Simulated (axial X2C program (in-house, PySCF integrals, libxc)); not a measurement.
## Potential curves of NaH⁻, 2c

All values were computed with an axial X2C code built on PySCF integrals. Two-component (2c) means X2C with spin–orbit coupling and atomic mean-field two-electron Coulomb and Gaunt terms. Basis: Na dyall-av3z [10s9p5d2f], H dyall-av3z [7s3p2d] (cores contracted in-house); Gaussian nuclei, density fitting, unrestricted open shells. Masses: Na 22.990 u, H 1.008 u.

State: Ω = 1/2 (⟨Sz⟩ = 0.50, ⟨Lz⟩ = 0.00 at B97-3). Energies in eV from the fragments at the same level (Na + H-). Fits are polynomials in 1 − R0/R over 0.85 to 1.23 times the lowest point R0.

```
 R (Å)    B97-3  CCSD(T)      MP2     PBE0
1.7383  -1.4669           -1.4398  -1.4647
1.8182  -1.5478  -1.4790  -1.5220  -1.5478
1.8781  -1.5830  -1.5168  -1.5580  -1.5848
1.9381  -1.6011  -1.5374  -1.5765  -1.6045
1.9980  -1.6052  -1.5439  -1.5808  -1.6101
2.0679  -1.5957  -1.5373  -1.5713  -1.6024
2.1379  -1.5742  -1.5188  -1.5497  -1.5827
2.2278  -1.5343  -1.4821  -1.5087  -1.5442
2.3377  -1.4733           -1.4445  -1.4835
2.4975  -1.3714           -1.3354  -1.3801
```

Correlated methods: 11 electrons correlated (number of frozen shells: Na 1 s; H none), 187 virtual spin orbitals or spinors in MP2.

One determinant describes the state; a PBE0 search over occupations chose it and may have missed a lower one. Dissociation energies refer to the lowest single-determinant-based atoms at the same level and basis. Density functionals use the spin component along the axis (collinear). Coupled cluster ran in a truncated set of natural virtual spinors; the MP2 energy of the rest was added. (T) has no such correction and the atoms are truncated less, which lowers De at CCSD(T) by a hundredth of an eV or more. The highest occupied level of some functionals is positive through self-interaction error; at Hartree–Fock it is bound. Coupled cluster ran on the points near the minimum only. MP2 and coupled cluster on one determinant become unreliable at the stretched end.

(1) Fit the B97-3 curve near its minimum: give the equilibrium distance, the harmonic wavenumber and the well depth.

(2) Fit the CCSD(T) curve near its minimum: give the equilibrium distance, the harmonic wavenumber and the well depth.

(3) What are Re, ωe and De at the MP2 level?

(4) Fit the PBE0 curve near its minimum: give the equilibrium distance, the harmonic wavenumber and the well depth.

## Answers

(1) At B97-3, 2c: Re = 1.987 Å, ωe ≈ 963 cm⁻¹, De = 1.61 eV to Na + H-; Be follows as 4.42 cm⁻¹.

(2) At CCSD(T), 2c: Re = 2.000 Å, ωe ≈ 936 cm⁻¹, De = 1.54 eV to Na + H-; Be follows as 4.36 cm⁻¹.

(3) At MP2, 2c: Re = 1.988 Å, ωe ≈ 966 cm⁻¹, De = 1.58 eV to Na + H-; Be follows as 4.42 cm⁻¹.

(4) At PBE0, 2c: Re = 1.995 Å, ωe ≈ 948 cm⁻¹, De = 1.61 eV to Na + H-; Be follows as 4.39 cm⁻¹.
